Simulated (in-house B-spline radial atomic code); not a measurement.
# RPA and G0W0 on B3LYP (VWN-RPA): neutral xenon

Configuration [Kr] 4d10 5s2 5p6, mean-field start B3LYP (VWN-RPA). Computed with a B-spline radial code for spherical atoms: all electrons, scalar-relativistic (spin-free one-electron X2C), finite nucleus, each spin shell either full or empty, empty states to l = 9 with an (l + 1/2)⁻⁴ tail; G0W0 by contour deformation at full frequency.

Spin-orbit coupling, left out, splits p levels strongly here.

Command:
```bash
python run_gw.py task.json out
```
Settings (radii: box in bohr, nucleus in fm):
```
Z                        54
electrons                54
configuration            [Kr] 4d10 5s2 5p6
hamiltonian              x2c
method                   b3lyp
lmax                     9
rms_radius               4.7859
spin_polarised           False
box_radius               40
intervals                72
```

Run time, properties included: 6.6 s on 1 thread of Arm Neoverse N1, with other jobs on the host.

Energies (hartree):

```json
{"term": "mean-field total", "value": "-7446.64917"}
{"term": "Hartree-Fock functional on these orbitals", "value": "-7443.54496"}
{"term": "direct second order", "value": "-4.7704"}
{"term": "second-order exchange", "value": "1.2964"}
{"term": "SOSEX correction", "value": "1.207"}
```

Q: What is the RPA correlation energy, and what remains with SOSEX?

A: RPA gives -4.1712 hartree (-2.1 eV per electron); RPA + SOSEX gives -2.9642, and the second-order doubles -3.474 hartree (no singles). SOSEX takes back 29 % of the RPA value.

Quasi-particle levels (eV):

```json
{"level": "5p", "occupied": "yes", "mean field": "-9.242", "Σx - vxc": "-3.02", "Σc": "?", "QP weight": "?", "G0W0": "?"}
```

G0W0 = mean field + (Σx - vxc) + Σc, with Σc (partial-wave tail included) taken at the quasi-particle energy. Only the outer levels were computed. Levels of low weight are left out.

Q: Where does G0W0 put 5p?

A: At -12.584 eV, with Σc = -0.32 eV and a quasi-particle weight of 0.883. The tabulated removal energy is 12.130 eV (NIST, measured); the calculation leaves out spin-orbit coupling, Breit and QED terms, and what these don't explain is the method's own error.
